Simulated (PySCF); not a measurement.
C3H4, SMILES C=C=C.

Geometry: PBE0-D3(BJ)/def2-TZVP.

Level of theory: PySCF with TDDFT-PBE/def2-SVPD.

Vertical excitations; the highest root listed may be one member of a degenerate set. Isolated molecule, no solvent. State labels are in the subgroup D2.

Computed excitation energies, oscillator strengths and character:
| state | symmetry | energy (eV) | λ (nm) | f | main pairs |
|---|---|---|---|---|---|
| S1 | B1 | 5.86 | 211 | 0.000 | HOMO−1→LUMO+1 50 %, HOMO→LUMO 50 % |
| S2 | A | 6.07 | 204 | 0.000 | HOMO−1→LUMO 50 %, HOMO→LUMO+1 50 % |
| S3 | B3 | 6.89 | 180 | 0.012 | HOMO→LUMO+2 (degenerate set) |
| S4 | B2 | 6.89 | 180 | 0.012 | HOMO−1→LUMO+2 (degenerate set) |
| S5 | A | 7.13 | 174 | 0.000 | HOMO→LUMO+1 47 %, HOMO−1→LUMO 47 % |
| S6 | B2 | 7.73 | 160 | 0.036 | HOMO→LUMO+3 (degenerate set) |
| S7 | B3 | 7.73 | 160 | 0.036 | HOMO−1→LUMO+3 (degenerate set) |
| S8 | B1 | 8.01 | 155 | 1.077 | HOMO→LUMO 45 %, HOMO−1→LUMO+1 45 % |
| S9 | B2 | 8.81 | 141 | 0.020 | HOMO−1→LUMO+4 (degenerate set) |
| S10 | B3 | 8.81 | 141 | 0.020 | HOMO→LUMO+4 (degenerate set) |
| T1 | A | 4.72 | 263 | 0 | HOMO−1→LUMO 49 %, HOMO→LUMO+1 49 % |
| T2 | B1 | 4.93 | 251 | 0 | HOMO→LUMO 50 %, HOMO−1→LUMO+1 50 % |
| T3 | A | 5.46 | 227 | 0 | HOMO→LUMO+1 50 %, HOMO−1→LUMO 50 % |
| T4 | B1 | 5.71 | 217 | 0 | HOMO−1→LUMO+1 50 %, HOMO→LUMO 50 % |
Triplets are in the Tamm–Dancoff approximation, which puts them higher than full response would, so one can lie above its singlet here.
